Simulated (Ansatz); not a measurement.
A calculation on hcp Os returned lattice constant a 2.702 Å, lattice parameter c 4.256 Å.

For reference: lattice constant a 2.734 Å (measured, 293 K, no zero-point or thermal correction, our sources range from 2.734 to 2.740; as tabulated in Wikipedia's data pages); lattice parameter c 4.320 Å (measured, 293 K, no zero-point or thermal correction; as tabulated in Wikipedia's data pages).

Task: Which level of theory produced these numbers?
(A) LC-ωPBE (Ansatz, a quantum-chemistry and plane-wave program)
(B) Hartree–Fock (Ansatz)
(C) PBE0 (Ansatz)
(D) B3LYP (VWN-RPA form) (Ansatz)

Result: A, LC-ωPBE (Ansatz)

The others give: PBE0 2.722 Å, 4.303 Å; B3LYP (VWN-RPA form) 2.760 Å, 4.355 Å; Hartree–Fock 2.722 Å, 4.270 Å.

Unless a cell is named, each level is at its own relaxed cell (B3LYP (VWN-RPA form) 14.36, Hartree–Fock 13.70, LC-ωPBE 13.46, PBE0 13.80 Å³/atom).

Ansatz's density-functional and Hartree–Fock values are scalar-relativistic unless marked +SOC, with PAW data made under PBE.
